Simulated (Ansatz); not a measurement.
Y₃Ti: from a trial structure to a relaxed crystal

Theory: DFT PBE, scalar-relativistic, plane waves, PAW in Ansatz 0.2.0. Cutoff 420 eV, Γ-centred k mesh, Gaussian smearing, no spin polarisation in the final step.

The start puts Y₃Ti on the TiAl3 (D0_22) structure type (I4/mmm, No. 139), with Y in place of Al, at a guessed volume.

```
CELL_PARAMETERS angstrom
-2.19948 2.19948 4.91313
2.19948 -2.19948 4.91313
2.19948 2.19948 -4.91313
ATOMIC_POSITIONS crystal
Y 0.50000 0.50000 0.00000
Y 0.25000 0.75000 0.50000
Y 0.75000 0.25000 0.50000
Ti 0.00000 0.00000 0.00000
```

Steps on the 6×6×6 mesh (4 atoms). 6 of 6 steps are shown, and the free energy counts from the last. Trial steps that were taken back and renewals of the plane-wave basis can be among the rows.

```csv
step,ΔF (meV/atom),V (Å³/atom),P (GPa)
1,143.8,23.77,9.85
2,25.3,26.78,2.21
3,6.3,27.83,0.26
4,1.7,28.07,-0.21
5,0.8,27.89,0.04
6,0.0,27.89,0.12
```

A final relaxation ran on a 14×14×14 mesh. The relaxed crystal, I4/mmm (No. 139):

Space group I4/mmm (No. 139). a = 4.837 Å, b = 4.837 Å, c = 9.566 Å, α = 90.00°, β = 90.00°, γ = 90.00°
```tsv
atom	site	symmetry	x	y	z
Y	2b	4/mmm	0.5000	0.5000	0.0000
Y	4d	-4m2	0.5000	0.0000	0.2500
Ti	2a	4/mmm	0.0000	0.0000	0.0000
```

```json
{
 "Volume per atom": "27.98 Å³",
 "Density": "4.67 g/cm³",
 "Energy over the elements": "0.22 eV/atom",
 "Gap on the 14×14×14 mesh": "0 eV (a metal)"
}
```

The zero of energy is the elements' standard structures at the same level; no fitted shifts are applied.

The final run used a 14×14×14 mesh on its 4-atom cell and 0.10 eV smearing. For metals, differences of a few meV/atom aren't resolved.

Symmetry constrained the relaxation, so the result can be a saddle point.

Cost: 3 runs of about 2.8 core-minutes in all, on Arm Neoverse V2 (shared hosts).